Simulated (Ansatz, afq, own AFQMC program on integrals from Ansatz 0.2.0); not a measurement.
AFQMC on a folder of integrals that Ansatz 0.2.0 wrote.

```yaml
crystal:
  periodic: [false, false, false]
  atoms:
    - {symbol: Si, position_ang: [-0.086624, -0.032276, 0.579137]}
    - {symbol: O, position_ang: [0.088491, 0.099651, -1.058633]}
    - {symbol: H, position_ang: [0.642493, -1.228094, 1.108382]}
    - {symbol: H, position_ang: [0.485976, 1.218586, 1.144898]}
    - {symbol: H, position_ang: [-0.119403, -0.672933, -1.586426]}
basis:
  gaussian: {orbitals: cc-pVDZ}
magnetization: {spin_polarized: true, initial_magnetization: 1}
correlation: {method: ccsd_t, electrons: outside_noble_gas, hamiltonian_folder: ham}
```

```sh
$ ansatz run in.yaml --threads 1 --pin off --events-out ev --progress --plain --max-ram 1382MiB
```

Options of the walk:

```
--method phaseless --trial cisd --walkers 60 --populations 1 --least-time 40 --time-step 0.005 --steps-per-block 50 --equilibration-blocks 28 --max-blocks 300 --target-error 0.00043 --factor-cut 1e-05 --start spin_pure --seed 1989 --release-times 0.24,0.51,0.99,1.62,2.4 --release-step 0.03 --release-every 4 --taylor-order 6
```

Times are imaginary, in 1/Eh. The walk had a cap of 1976 s.

Log:

```
orbitals 41  electrons 7 6  factors 313 of 440
reference energy -365.53071712 Eh
CCSD correlation -0.29915878 Eh in 11 cycles, weight of the determinant in the CISD state 0.8953
energy of the start -365.829781 Eh
 block  time / (1/Eh)  mean weight  energy / Eh
     1     0.250  1.0013  -365.827237
     2     0.500  0.9993  -365.827175
     3     0.750  1.0028  -365.827684
     4     1.000  0.9993  -365.831146
     5     1.250  0.9973  -365.835080
     8     2.000  1.0017  -365.829341
    17     4.250  1.0009  -365.834266
    41    10.250  1.0003  -365.828767
    65    16.250  0.9985  -365.830032
    89    22.250  1.0001  -365.834796
   113    28.250  0.9998  -365.837217
   137    34.250  1.0003  -365.832832
   161    40.250  0.9988  -365.848591
   185    46.250  0.9985  -365.849384
   209    52.250  1.0016  -365.845480
   233    58.250  0.9985  -365.842150
   257    64.250  0.9975  -365.846622
   281    70.250  1.0006  -365.837479
   305    76.250  1.0024  -365.847044
   321    80.250  0.9998  -365.835206
blocks merged  error / Eh  count
     1  0.000329  300
     2  0.000400  150
     4  0.000469  75
     8  0.000586  37
    16  0.000701  18
    32  0.000529  9
released: time / (1/Eh)  energy / Eh  error  mean overlap
  0.24  -365.837982  0.000544  1.0053
  0.51  -365.837246  0.000684  1.0061
  0.99  -365.837341  0.000443  1.0100
  1.62  -365.837532  0.000671  1.0002
  2.40  -365.836127  0.000563  1.0185
energy -365.838199 +/- 0.000701 Eh
(rows thinned)
```

The run passed its tests (sampling time, drift between the halves within three errors, error under three times the target), which doesn't prove that it has relaxed.

Against this walk (error 19.1 meV) on the same determinant: CCSD(T) 58.3 meV higher. The error is statistical and leaves out the bias of the constraint. None of these is a sure reference here. Released to 2.40 1/Eh the energy lies 56 ± 24 meV (both errors) above the phaseless value, which shows part or all of the bias of the constraint, and CCSD(T) lies 1.9 meV above the released value.

Cautions: constraint bias not in the error; error above the target (19.1 against 11.7 meV).

The walk took 9.6 min on 1 thread of Arm Neoverse V2 (shared host). The log's last line is the phaseless energy.
